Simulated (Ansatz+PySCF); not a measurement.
singlet H₂S: levels of theory in one basis

```
atom   x (Å)    y (Å)    z (Å)
   S  0.0000   0.0000  -0.0936
   H  0.0000   0.8744   0.7489
   H  0.0000  -0.8744   0.7489
```

Basis set: 6-31G (spherical functions). Correlated methods keep 5 orbitals frozen. Charge 0, multiplicity 1.

Computed with Ansatz (development build ahead of 0.2.0); each method stands on the lowest determinant of its kind that the runs found.

```csv
method,E − E(RHF) (eV),<S²> of the determinant
RHF,0.00,0.00
RHF-CCSD,-1.83,–
RHF-CCSD(T),-1.85,–
full CI (lowest root of this spin),-1.85,–
```

(1) What does RHF-MP2 give on the same scale?

(2) Is a single determinant a sound starting point here?

## Answers

(1) -1.46 eV.

(2) By this sign, yes. Unrestricted orbitals gain 0.00 eV and <S²> is 0.00 against 0.00 for a pure state.
